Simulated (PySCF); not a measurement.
How methods differ on the electron affinity of Li

Li⁻ [He] 2s2 (1S) → Li [He] 2s1 (2S), as a difference of total energies. All numbers are calculated (PySCF 2.14, the spin-free X2C one-electron Hamiltonian (Gaussian nucleus), in aug-cc-pCVTZ-DK with one added diffuse shell each of s, p, d, f type (8s7p5d3f, 75 functions)). Correlated levels: valence: 1s2 frozen. The calculations carry no spin-orbit coupling.

```csv
method,electron affinity (eV),error (eV)
UHF,-0.124,-0.742
MP2 (valence),0.355,-0.263
SCS-MP2 (valence),0.451,-0.167
CCSD (valence),0.615,-0.003
```

Reference: 0.618 eV (measured; photodetachment measurements, as compiled on the Wikipedia data page of electron affinities).

Errors of the correlated levels include the incompleteness of this basis and the frozen core.

A negative affinity means that the anion lies above the atom at that level of theory.

With two correlated electrons CCSD is exact in that space.

The coupled-cluster amplitudes are large for Li⁻ (T1 above 0.03 or a double amplitude above 0.15), so a single reference is strained.
